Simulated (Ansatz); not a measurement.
Cost and result for the atomization energy of C₄H₆S, SMILES `C=C=C(C)S` (11 atoms, 10 bonds).

| atom | x (Å) | y (Å) | z (Å) |
| --- | --- | --- | --- |
| C1 | -1.097 | 1.714 | 0.607 |
| C2 | -0.341 | 0.699 | 0.307 |
| C3 | 0.416 | -0.317 | 0.008 |
| C4 | 0.033 | -1.384 | -0.973 |
| S5 | 2.014 | -0.570 | 0.732 |
| H6 | -1.040 | 2.648 | 0.053 |
| H7 | -1.815 | 1.667 | 1.421 |
| H8 | 0.017 | -2.364 | -0.488 |
| H9 | -0.953 | -1.182 | -1.388 |
| H10 | 0.757 | -1.430 | -1.792 |
| H11 | 2.010 | 0.520 | 1.513 |

Total charge 0; spin multiplicity 1. The geometry is a stationary point of PBE0-D4/def2-TZVP. It is one conformer, not always the lowest. Program: Ansatz. All runs use 4 threads of an Arm Neoverse V2 on a shared host. Times are those of one run each, without the atoms' runs, and a repeat can differ threefold. Electronic energies, without spin–orbit coupling; frozen cores. CCSD(T)/CBS adds CCSD(T) − MP2 in def2-TZVPP to the MP2 limit, and its time is that of the two runs behind it. T1 = 0.012. B3LYP takes the VWN-RPA correlation (the form of Gaussian; ORCA's B3LYP/G).

CCSD(T)/CBS is a level of theory with its own doubt, some kJ/mol a heavy atom from the limit and from the frozen cores, so smaller differences don't rank the functionals.

```tsv
level	functions	wall time
PBE-D4/def2-TZVPP (with forces)	250	2.1 s
PBE0-D4/def2-TZVPP	250	2.2 s
B3LYP-D4/def2-TZVPP (with forces)	250	3.5 s
r2SCAN-D4/def2-TZVPP (with forces)	250	3.7 s
B2PLYP/def2-TZVPP	250	4.6 s
ωB97X-V/def2-TZVPP	250	6 s
ωB97M-V/def2-TZVPP (with forces)	250	9 s
MP2/def2-QZVPP	478	16 s
CCSD(T)/def2-TZVPP	250	99 s
CCSD(T)/CBS(def2)	–	120 s
```

(1) What atomization energy does each give, and how far from CCSD(T)/CBS? (Best estimate.)

Results:

(1) Ansatz gave: 
```
                             level  atomization (kcal/mol)  difference from CCSD(T)/CBS  per bond
   PBE-D4/def2-TZVPP (with forces)                  1093.8                         36.8       3.7
                PBE0-D4/def2-TZVPP                  1072.1                         15.1       1.5
 B3LYP-D4/def2-TZVPP (with forces)                  1062.2                          5.2       0.5
r2SCAN-D4/def2-TZVPP (with forces)                  1066.3                          9.3       0.9
                 B2PLYP/def2-TZVPP                  1050.0                         -7.0      -0.7
                ωB97X-V/def2-TZVPP                  1059.5                          2.5       0.3
  ωB97M-V/def2-TZVPP (with forces)                  1063.6                          6.6       0.7
                    MP2/def2-QZVPP                  1064.9                          7.9       0.8
                CCSD(T)/def2-TZVPP                  1031.0                        -26.0      -2.6
                 CCSD(T)/CBS(def2)                  1057.0                          0.0       0.0
```

From PBE to PBE0 (25 % exact exchange), in def2-TZVPP and without D4, the atomization energy moves by −20.9 kcal/mol: exact exchange takes away binding that semilocal exchange gives to molecules. The D4 term adds +8.7 kcal/mol with B3LYP and +4.6 kcal/mol with PBE0; it sums over pairs of atoms, weighted by their polarisabilities, and B3LYP, whose exchange is more repulsive, gets the larger term. In def2-TZVPP, CCSD(T) changes the Hartree–Fock value by +258.9 kcal/mol (the triples alone add +18.5 kcal/mol) and MP2 by +277.6 kcal/mol; breaking electron pairs costs correlation energy, which Hartree–Fock lacks.
